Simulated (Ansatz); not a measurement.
Harmonic frequencies (cm⁻¹) at PBE0-D4/def2-TZVP from Ansatz: 112, 188, 285, 456, 736, 788, 984, 986, 1027, 1038, 1080, 1098, 1115, 1183, 1265, 1403, 1475, 1524, 1890, 3036, 3050, 3073, 3114, 3307.

Each molecule was computed in one conformer, which needn't be the lowest.

(1) Which molecule is it?
A. `C#CCCF`
B. `FCC1=CC1`
C. `CCC#CF`
D. `ClC1CCO1`

Results:

(1) B.
